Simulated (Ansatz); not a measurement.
The same path of BClH2 + H (5 atoms, charge 0, multiplicity 2) was run twice with different band settings. Lost on the way: B1–Cl2. Made: Cl2–H5.

Level of theory: UKS PBE-D4/def2-SVP in Ansatz 0.2.0.

Relaxed end points:

```xyz
5
Properties=species:S:1:pos:R:3
B 0.000 0.000 -0.202
Cl 0.000 0.000 1.544
H 1.069 0.000 -0.772
H -1.069 0.000 -0.772
H 0.000 0.000 4.901
```

```xyz
5
Properties=species:S:1:pos:R:3
B 0.000 0.000 -0.439
Cl 0.000 0.000 2.874
H 1.097 0.000 -0.956
H -1.097 0.000 -0.956
H 0.000 0.000 4.177
```

Common settings: movable images 5; climbing image yes; spring 5.0 eV/Å²; optimiser quadratic models (default); start path through a guess of the saddle point; iteration limit 60; end points relaxed.

| run | force threshold |
| --- | --- |
| 1 | 0.03 eV/Å |
| 2 | 0.5 eV/Å |

Q: What does each run give, and how far can it be trusted?

A: Run 1: converged after 10 iterations, highest image 1.313 eV above the first end. A vibrational analysis at the climbing image gives 2 clearly imaginary modes (810i, 312i cm⁻¹): a point of higher order. A lower path may pass nearby, or the ends, which weren't checked, may share the extra mode.
Run 2: converged after 6 iterations, highest image 1.285 eV above the first end. The threshold of 0.5 eV/Å is loose, so the images may lie well off the minimum-energy path. The order of the point at the top wasn't checked.
